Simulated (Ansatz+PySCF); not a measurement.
# singlet NO(+): levels of theory in one basis

```xyz
2

N     0.0000    0.0000   -0.5201
O     0.0000    0.0000    0.4551
```

Basis set: def2-SVP (spherical functions). Frozen core: 2 orbitals. Charge 1, multiplicity 1.

Computed with Ansatz (development build ahead of 0.2.0); each method stands on the lowest determinant of its kind that the runs found. NEVPT2 correlates all electrons. Active spaces start from the frontier orbitals, and the lowest solution found is given.

```tsv
method	E − E(RHF) (eV)	<S²> of the determinant
RHF	0.00	0.00
RHF-MP2	-8.35	–
RHF-CCSD	-8.49	–
RHF-CCSD(T)	-8.76	–
SC-NEVPT2(10,8)	-8.08	–
```

Task: What does CASSCF(10,8) give on the same scale?

Result: -4.12 eV.

Task: Is a single determinant a sound starting point here?

Result: By this sign, yes. Unrestricted orbitals gain 0.00 eV and <S²> is 0.00 against 0.00 for a pure state. The CASSCF(10,8) natural occupations are 2.00, 1.99, 1.99, 1.95, 1.95, 0.05, 0.05, 0.02.
